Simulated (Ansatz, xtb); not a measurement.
# C3H4N2O: which of two isomers lies lower

Structure a is `Cc1nnco1`, a singlet and structure b is `Cc1ncon1`, a singlet. Both are isolated molecules in the gas phase, relaxed with PBE-D3(BJ)/def2-SVP.

Quicker runs give these differences E(b) − E(a): GFN2-xTB +0.525 eV; HF/STO-3G +0.123 eV (at GFN2-xTB geometries); r2SCAN-D4/def2-SVP +0.304 eV (at GFN2-xTB geometries).

Task: Estimate E(b) − E(a) at the level CCSD(T)/def2-SVP + ΔMP2/def2-TZVPP.

Result: Calculated at CCSD(T)/def2-SVP + ΔMP2/def2-TZVPP: E(b) − E(a) = +0.284 eV, so structure a lies lower.

How the difference moves with the method:

```json
{"level": "GFN2-xTB", "geometry": "GFN2-xTB", "E(b) − E(a) (eV)": "+0.525", "departure from the last row (eV)": "+0.241", "job, with rough time for the two": "optimisation, 0.15 s"}
{"level": "HF/STO-3G", "geometry": "GFN2-xTB", "E(b) − E(a) (eV)": "+0.123", "departure from the last row (eV)": "−0.162", "job, with rough time for the two": "single point, 0.5 s"}
{"level": "r2SCAN-D4/def2-SVP", "geometry": "GFN2-xTB", "E(b) − E(a) (eV)": "+0.304", "departure from the last row (eV)": "+0.020", "job, with rough time for the two": "single point, 3 s"}
{"level": "PBE-D3(BJ)/def2-SVP", "geometry": "PBE-D3(BJ)/def2-SVP", "E(b) − E(a) (eV)": "+0.239", "departure from the last row (eV)": "−0.045", "job, with rough time for the two": "optimisation, 35 s"}
{"level": "HF/def2-SVP", "geometry": "PBE-D3(BJ)/def2-SVP", "E(b) − E(a) (eV)": "+0.384", "departure from the last row (eV)": "+0.100", "job, with rough time for the two": "part of the CCSD(T) run"}
{"level": "MP2/def2-SVP", "geometry": "PBE-D3(BJ)/def2-SVP", "E(b) − E(a) (eV)": "+0.326", "departure from the last row (eV)": "+0.042", "job, with rough time for the two": "part of the CCSD(T) run"}
{"level": "CCSD(T)/def2-SVP", "geometry": "PBE-D3(BJ)/def2-SVP", "E(b) − E(a) (eV)": "+0.289", "departure from the last row (eV)": "+0.005", "job, with rough time for the two": "single point"}
{"level": "CCSD(T)/def2-SVP + ΔMP2/def2-TZVPP", "geometry": "PBE-D3(BJ)/def2-SVP", "E(b) − E(a) (eV)": "+0.284", "departure from the last row (eV)": "", "job, with rough time for the two": "single point, 41 s"}
```

As drawn, b has 1 C∷N, 1 N∷O in place of 1 N∷N, 1 C∷O (∷ is an aromatic bond).

The levels shown agree on the order. The largest departure from CCSD(T)/def2-SVP + ΔMP2/def2-TZVPP is that of GFN2-xTB, 0.241 eV. The last row adds to CCSD(T) the change of the MP2 difference between the two basis sets, here −0.005 eV.

With harmonic frequencies from PBE-D3(BJ)/def2-SVP (ideal gas, rigid rotor, one conformer each, 298.15 K, 1 atm): the zero-point term adds +0.004 eV; ΔH is +0.287 and ΔG +0.289 eV.

The correlated steps freeze 6 core orbitals. Run with Ansatz 0.2.0, xtb 6.7.1; the last row on 2 threads of Intel(R) Xeon(R) Processor @ 2.70GHz on a shared host.
